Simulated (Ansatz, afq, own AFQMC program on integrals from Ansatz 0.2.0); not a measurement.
# SiH$_{4}$, triplet in 6-31G, levels against full CI

```tsv
atom	x (Å)	y (Å)	z (Å)
Si	0.0000	0.0000	0.0000
H	-0.0151	1.4171	1.4073
H	-0.0215	-1.4074	1.4170
H	0.0215	1.4074	-1.4170
H	0.0151	-1.4171	-1.4073
```

Basis 6-31G. Only valence electrons are correlated. AFQMC by an in-house program on the Cholesky factors that Ansatz 0.2.0 writes for its CCSD(T) run. The CISD trial takes its coefficients from CCSD amplitudes. Released means that phaseless walkers are propagated on without the constraint, phases kept. Error bars are statistical, one sigma.

Determinant: ROHF, the one that the program's search chose, which needn't be the lowest solution. The geometry is a point of a scan.

Full CI is exact in this basis; its frozen core comes from its own orbitals, which moves totals by up to a few meV.

Cautions: lower spins were not checked; higher spins were not checked; a spin-contaminated unrestricted determinant lies lower (UHF 377 meV lower, ⟨S²⟩ 2.14); the released energies are still falling, so no released level is given (meV from the phaseless value at times in 1/Eh: -21 ± 10 at 0.24, -26 ± 11 at 0.50, -31 ± 8 at 1.00, -44 ± 8 at 1.50); full CI with its own frozen core.

* T1 diagnostic: 0.0265
* weight of the determinant in the CISD state: 0.809
* size of the correlated space: 8 electrons in 16 orbitals

```json
{"level": "MP2", "correlation energy (eV)": "-2.3521"}
{"level": "CCSD", "correlation energy (eV)": "-3.7296"}
{"level": "CCSD(T)", "correlation energy (eV)": "-3.8700"}
```

Task: Estimate where full CI lies against CCSD(T) in the same basis.

Result: 1.44 kcal/mol below CCSD(T).

Reference: full CI, correlation energy -3.932 eV. CCSDTQ lies 0.3 meV below full CI, in part by the other frozen core, which shifts every row alike, so rows that close can't be ranked against it.

```json
{"level": "CCSD(T)", "E − E(reference) (kcal/mol)": "1.44", "share of correlation (%)": "98.42"}
{"level": "CCSDT", "E − E(reference) (kcal/mol)": "0.00", "share of correlation (%)": "99.99"}
{"level": "CCSDT(Q)", "E − E(reference) (kcal/mol)": "-0.05", "share of correlation (%)": "100.06"}
{"level": "CCSDTQ", "E − E(reference) (kcal/mol)": "-0.01", "share of correlation (%)": "100.01"}
{"level": "ph-AFQMC/CISD", "E − E(reference) (kcal/mol)": "1.62 ± 0.20", "share of correlation (%)": "98.21"}
```

CCSDT and higher add their correlation energy to the determinant of the CCSD(T) run, since their own runs factorise the integrals more tightly (a shift of under 2 meV). A walk keeps the symmetry of its determinant, which the program's search chose and which needn't be the lowest solution, so a lower state of the same spin and another symmetry isn't excluded.
